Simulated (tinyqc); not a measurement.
Worked calculation (part 2 of 2): RHF in the sto-3g basis, for NH3, spin multiplicity 1. Computed by tinyqc, a small Python program that keeps every step (integrals from PySCF). Command: `OMP_NUM_THREADS=1 python tinyqc.py 31902 31903 out.jsonl` (the two numbers bound the seeds that draw the settings). One thread of a shared host (Intel(R) Xeon(R) Processor @ 2.60GHz), about 0.06 s of CPU time with the checks.

Geometry (angstrom):
```
atom          x          y         z
N      0.000000   0.000000  0.136000
H      1.098000   0.000000  0.000000
H     -0.549000   0.951000  0.000000
H     -0.549000  -0.951000  0.000000
```

## Iteration 2: building the Fock matrix

D after iteration 1, lower triangle:
```
            1N 1s     1N 2s     1N 2px     1N 2py     1N 2pz      2H 1s      3H 1s     4H 1s
1N 1s    2.064069
1N 2s   -0.248227  1.103181
1N 2px  -0.000005  0.000008   0.405022
1N 2py   0.000000  0.000000   0.000000   0.404992
1N 2pz  -0.096082  0.508066  -0.000021   0.000000   1.844084
2H 1s   -0.093533  0.225413   0.543016   0.000000  -0.243157   0.849588
3H 1s   -0.093529  0.225430  -0.271520   0.470255  -0.243177  -0.242441   0.849668
4H 1s   -0.093529  0.225430  -0.271520  -0.470255  -0.243177  -0.242441  -0.242403  0.849668
```

core Hamiltonian H = T + V (hartree), lower triangle:
```
             1N 1s      1N 2s     1N 2px     1N 2py     1N 2pz      2H 1s      3H 1s      4H 1s
1N 1s   -25.630008
1N 2s    -5.898594  -7.673381
1N 2px   -0.000003  -0.000034  -6.376561
1N 2py    0.000000   0.000000   0.000000  -6.376560
1N 2pz    0.004887   0.058181   0.000005   0.000000  -6.222057
2H 1s    -1.182105  -2.833178  -2.213635   0.000000   0.288053  -4.303086
3H 1s    -1.181855  -2.832770   1.106599  -1.916911   0.287999  -0.808182  -4.302822
4H 1s    -1.181855  -2.832770   1.106599   1.916911   0.287999  -0.808182  -0.807981  -4.302822
```

nuclear repulsion = 10.87829056 hartree

Given earlier and not repeated: Two-electron integrals (ij|kl) in chemists' order.

J_ij = sum D_kl (ij|kl), K_ij = sum D_kl (ik|jl); F = H + J - 0.5 K; E = tr D H + tr D J / 2 - 0.25 tr D K + E_nn.

Coulomb J (hartree), lower triangle:
```
            1N 1s     1N 2s     1N 2px     1N 2py     1N 2pz     2H 1s     3H 1s     4H 1s
1N 1s   14.218018
1N 2s    2.635369  6.677815
1N 2px   0.000004  0.000022   6.675013
1N 2py   0.000000  0.000000   0.000000   6.675019
1N 2pz   0.012166  0.031882  -0.000004   0.000000   6.662477
2H 1s    0.526562  2.494379   2.140552   0.000000  -0.258792  4.469101
3H 1s    0.526449  2.494029  -1.070066   1.853624  -0.258742  0.707002  4.468908
4H 1s    0.526449  2.494029  -1.070066  -1.853624  -0.258742  0.707002  0.706824  4.468908
```

exchange K (hartree), lower triangle:
```
            1N 1s     1N 2s     1N 2px     1N 2py     1N 2pz     2H 1s     3H 1s     4H 1s
1N 1s    8.436234
1N 2s    1.398086  1.986563
1N 2px   0.000001  0.000047   1.294073
1N 2py   0.000000  0.000000   0.000000   1.294035
1N 2pz  -0.002660  0.140753  -0.000026   0.000000   1.795947
2H 1s    0.286978  0.913016   0.771797   0.000000  -0.110690  1.303183
3H 1s    0.286917  0.912907  -0.385844   0.668360  -0.110679  0.235409  1.303139
4H 1s    0.286917  0.912907  -0.385844  -0.668360  -0.110679  0.235409  0.235349  1.303139
```

Fock matrix F (hartree), lower triangle:
```
             1N 1s      1N 2s     1N 2px     1N 2py     1N 2pz      2H 1s      3H 1s      4H 1s
1N 1s   -15.630107
1N 2s    -3.962269  -1.988847
1N 2px    0.000000  -0.000035  -0.348585
1N 2py    0.000000   0.000000   0.000000  -0.348559
1N 2pz    0.018383   0.019687   0.000014   0.000000  -0.457554
2H 1s    -0.799032  -0.795307  -0.458982   0.000000   0.084606  -0.485576
3H 1s    -0.798865  -0.795195   0.229454  -0.397467   0.084597  -0.218884  -0.485484
4H 1s    -0.798865  -0.795195   0.229454   0.397467   0.084597  -0.218884  -0.218832  -0.485484
```

total energy of this density = -55.30961588 hartree

## Iteration 2: diagonalisation and new density

X, lower triangle:
```
            1N 1s      1N 2s     1N 2px     1N 2py    1N 2pz      2H 1s      3H 1s     4H 1s
1N 1s    1.024773
1N 2s   -0.149478   1.306493
1N 2px  -0.000002   0.000032   1.130840
1N 2py   0.000000   0.000000   0.000000   1.130833
1N 2pz   0.003076  -0.031745  -0.000004   0.000000  1.003537
2H 1s    0.021564  -0.270401  -0.276491   0.000000  0.030235   1.187922
3H 1s    0.021562  -0.270346   0.138217  -0.239419  0.030227  -0.038961   1.187869
4H 1s    0.021562  -0.270346   0.138217   0.239419  0.030227  -0.038961  -0.038954  1.187869
```

Diagonalise F' = X^T F X, C = X C', fill 5 alpha and 5 beta electrons from the bottom; D = 2 C_occ C_occ^T. Each column has its largest component positive (the first on a tie).

F' = X^T F X (hartree), lower triangle:
```
            1          2          3          4          5          6          7          8
1  -15.336368
2   -2.087277  -0.904797
3    0.000000   0.000010  -0.045870
4    0.000000   0.000000   0.000000  -0.045855
5    0.028272  -0.055745   0.000007   0.000000  -0.446315
6   -0.100442  -0.426681  -0.489969   0.000000   0.075782  -0.024452
7   -0.100394  -0.426615   0.244953  -0.424294   0.075775  -0.050161  -0.024468
8   -0.100394  -0.426615   0.244953   0.424294   0.075775  -0.050161  -0.050155  -0.024468
```

orbital energies (hartree): MO1 -15.637143, MO2 -1.113812, MO3 -0.611210, MO4 -0.611192, MO5 -0.468394, MO6 0.407089, MO7 0.591023, MO8 0.591046

coefficients C:
```
              MO1        MO2        MO3        MO4        MO5        MO6        MO7        MO8
1N 1s    0.993917  -0.226212   0.000015   0.000000  -0.035426  -0.183333   0.000000  -0.000051
1N 2s    0.028121   0.794741  -0.000074   0.000000   0.189188   1.131976   0.000000   0.000357
1N 2px   0.000001   0.000038   0.590888   0.000000   0.000027  -0.000217   0.000000   1.021913
1N 2py   0.000000   0.000000   0.000000   0.590882   0.000000   0.000000   1.021902   0.000000
1N 2pz  -0.001986  -0.037809  -0.000049   0.000000   0.979419  -0.223945   0.000000  -0.000057
2H 1s   -0.005430   0.152719   0.485684   0.000000  -0.074466  -0.675266   0.000000  -0.918895
3H 1s   -0.005429   0.152684  -0.242857   0.420621  -0.074515  -0.675569  -0.795580   0.459154
4H 1s   -0.005429   0.152684  -0.242857  -0.420621  -0.074515  -0.675569   0.795580   0.459154
```

D after iteration 2, lower triangle:
```
            1N 1s      1N 2s     1N 2px     1N 2py     1N 2pz      2H 1s      3H 1s     4H 1s
1N 1s    2.080595
1N 2s   -0.317064   1.336391
1N 2px   0.000001  -0.000018   0.698298
1N 2py   0.000000   0.000000   0.000000   0.698283
1N 2pz  -0.056235   0.310381  -0.000007   0.000000   1.921389
2H 1s   -0.074597   0.214189   0.573977   0.000000  -0.157442   0.529573
3H 1s   -0.074598   0.214224  -0.286996   0.497075  -0.157464  -0.178111   0.529593
4H 1s   -0.074598   0.214224  -0.286996  -0.497075  -0.157464  -0.178111  -0.178096  0.529593
```

Within a degenerate level the vectors are fixed only up to a rotation; this is one choice.

## Iteration 9 (converged): orbitals

converged F (hartree), lower triangle:
```
             1N 1s      1N 2s     1N 2px     1N 2py     1N 2pz      2H 1s      3H 1s      4H 1s
1N 1s   -15.255653
1N 2s    -3.884527  -1.849201
1N 2px   -0.000002  -0.000029  -0.241119
1N 2py    0.000000   0.000000   0.000000  -0.241103
1N 2pz    0.009946   0.030157   0.000006   0.000000  -0.294701
2H 1s    -0.784852  -0.748570  -0.429271   0.000000   0.069162  -0.413280
3H 1s    -0.784688  -0.748469   0.214604  -0.371744   0.069155  -0.205944  -0.413200
4H 1s    -0.784688  -0.748469   0.214604   0.371744   0.069155  -0.205944  -0.205893  -0.413200
```

As before.

F' = X^T F X (hartree), lower triangle:
```
            1          2          3          4          5          6          7         8
1  -14.962783
2   -2.069685  -0.764083
3   -0.000002   0.000019   0.070498
4    0.000000   0.000000   0.000000   0.070504
5    0.017582  -0.034492  -0.000001   0.000000  -0.285701
6   -0.098774  -0.424615  -0.499079   0.000000   0.062129   0.044523
7   -0.098726  -0.424550   0.249506  -0.432183   0.062120  -0.052617   0.044497
8   -0.098726  -0.424550   0.249506   0.432183   0.062120  -0.052617  -0.052608  0.044497
```

orbital energies (hartree): MO1 -15.263257, MO2 -0.997254, MO3 -0.527545, MO4 -0.527539, MO5 -0.299041, MO6 0.486263, MO7 0.695148, MO8 0.695178

coefficients C:
```
              MO1        MO2        MO3        MO4        MO5        MO6        MO7        MO8
1N 1s    0.993610  -0.222648   0.000012   0.000000  -0.033672  -0.189582   0.000000  -0.000053
1N 2s    0.029419   0.767479  -0.000062   0.000000   0.168158   1.153862   0.000000   0.000367
1N 2px   0.000001   0.000030   0.571479   0.000000   0.000008  -0.000223   0.000000   1.032893
1N 2py   0.000000   0.000000   0.000000   0.571471   0.000000   0.000000   1.032882   0.000000
1N 2pz  -0.001493  -0.043776  -0.000009   0.000000   0.984440  -0.199513   0.000000  -0.000058
2H 1s   -0.005584   0.168355   0.502951   0.000000  -0.055342  -0.673383   0.000000  -0.909558
3H 1s   -0.005584   0.168324  -0.251492   0.435576  -0.055355  -0.673691  -0.787492   0.454482
4H 1s   -0.005584   0.168324  -0.251492  -0.435576  -0.055355  -0.673691   0.787492   0.454482
```

D after iteration 9, lower triangle:
```
            1N 1s      1N 2s     1N 2px     1N 2py     1N 2pz      2H 1s      3H 1s     4H 1s
1N 1s    2.075934
1N 2s   -0.294618   1.236335
1N 2px   0.000002  -0.000022   0.653176
1N 2py   0.000000   0.000000   0.000000   0.653159
1N 2pz  -0.049770   0.263802   0.000003   0.000000   1.942081
2H 1s   -0.082326   0.239414   0.574861   0.000000  -0.123694   0.568794
3H 1s   -0.082328   0.239456  -0.287435   0.497838  -0.123704  -0.190111   0.568806
4H 1s   -0.082328   0.239456  -0.287435  -0.497838  -0.123704  -0.190111  -0.190100  0.568806
```

Within a degenerate level the vectors are fixed only up to a rotation; this is one choice.

## Convergence

Stop when the energy changes by less than 1e-10 hartree and every element of the error matrix X^T (F D S - S D F) X is below 3e-06.

Course of the cycle:
```
iteration   E (hartree)     change  largest element of the error matrix
1          -52.84333992          -                             7.48e-01
2          -55.30961588  -2.47e+00                             2.58e-01
3          -55.41039677  -1.01e-01                             4.45e-02
4          -55.41411262  -3.72e-03                             9.05e-03
5          -55.41436424  -2.52e-04                             8.82e-04
6          -55.41436686  -2.62e-06                             7.66e-05
7          -55.41436689  -2.80e-08                             9.19e-06
8          -55.41436689  -2.63e-10                             2.61e-07
9          -55.41436689  -1.42e-13                             2.87e-08
```

PySCF RHF in the same basis = -55.41436689 hartree

Converged in 9 iterations.

## Populations, bond orders and dipole

overlap S, lower triangle:
```
           1N 1s     1N 2s     1N 2px     1N 2py     1N 2pz     2H 1s     3H 1s     4H 1s
1N 1s   1.000000
1N 2s   0.235038  1.000000
1N 2px  0.000000  0.000000   1.000000
1N 2py  0.000000  0.000000   0.000000   1.000000
1N 2pz  0.000000  0.000000   0.000000   0.000000   1.000000
2H 1s   0.046729  0.437813   0.402427   0.000000  -0.049845  1.000000
3H 1s   0.046719  0.437761  -0.201180   0.348493  -0.049837  0.139757  1.000000
4H 1s   0.046719  0.437761  -0.201180  -0.348493  -0.049837  0.139757  0.139722  1.000000
```

Mulliken: Z minus the diagonal of D S on the atom; Loewdin: the same with S^(1/2) D S^(1/2); Mayer order: 2 sum_s sum (D(s) S)_ij (D(s) S)_ji over the two atoms.

Charges (e):
```
atom   Mulliken    Loewdin
1N    -0.437593  -0.306181
2H     0.145868   0.102057
3H     0.145863   0.102062
4H     0.145863   0.102062
```

Mayer bond orders:
```
pair     order
2-1   0.936264
3-1   0.936261
3-2   0.021229
4-1   0.936261
4-2   0.021229
4-3   0.021234
```

dipole moment about the origin, x y z (debye): 0.000005  0.000000  -0.726664
